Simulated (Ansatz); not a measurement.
This script makes a ladder of basis sets of H4OSi, SMILES O[SiH3] with Ansatz 0.2.0, Python API.

`h4osi_basis.py`:
```python
"""Basis-set convergence for H4OSi."""

import ansatz as az

LEVEL = "mp2"

system = (
    az.Crystal.molecule()
    .atom("O", (0.60987, -0.98223, 0.39855))
    .atom("Si", (-0.0571, 0.37443, -0.19755))
    .atom("H", (0.10661, -1.62242, 0.89184))
    .atom("H", (-1.13174, 0.04363, -1.13493))
    .atom("H", (1.08415, 1.00003, -0.84517))
    .atom("H", (-0.61179, 1.18655, 0.88727))
)

job = system.calculation().correlation(LEVEL)

energies = {}
for basis in ["cc-pVDZ", "cc-pVTZ"]:
    data = job.basis(gaussian=basis).run().report
    size = data["n_frozen"] + data["n_occupied"][0] + data["n_virtual"][0]
    energies[basis] = (data["reference_energy_ev"] / 27.211386246, data["free_energy_ev"] / 27.211386246)
    print(f"{basis:14s} {size:4d} orbitals  reference {energies[basis][0]:14.6f} Ha  total {energies[basis][1]:14.6f} Ha")

# correlation energy at the basis limit from E(X) = E + A / X^3
small, large = (energies[b][1] - energies[b][0] for b in ("cc-pVDZ", "cc-pVTZ"))
limit = (3 ** 3 * large - 2 ** 3 * small) / (3 ** 3 - 2 ** 3)
print(f"correlation energy: {small:.6f} and {large:.6f} Ha, extrapolated {limit:.6f} Ha")
print(f"share caught by the larger set: {100 * large / limit:.1f} %")
```

How far does the total energy move along this ladder of basis sets?

Against cc-pVDZ: cc-pVTZ -136.6 mHa. The last step alone is -136.60 mHa.

The output:

Running `python h4osi_basis.py` prints:
```text
cc-pVDZ          52 orbitals  reference    -366.149489 Ha  total    -366.444503 Ha
cc-pVTZ         120 orbitals  reference    -366.205389 Ha  total    -366.581105 Ha
correlation energy: -0.295015 and -0.375715 Ha, extrapolated -0.409695 Ha
share caught by the larger set: 91.7 %
```

Caveats:
- The drop along the ladder measures the basis error, and is no property of the molecule.
- The geometry is a force-field or estimated start, not a minimum of this method, and the last set is no limit. Much of the fall in a total is atomic energy, which cancels in bond and reaction energies.
- Inner cores stay frozen, so this is valence correlation.
- For Al to Cl the sets with a tight d function, cc-pV(X+d)Z, are usual.
- An extrapolation from small basis sets is rough.
- The whole script took 1.7 s on 1 thread of Arm Neoverse V1 (shared host), peak memory 0.21 GiB.
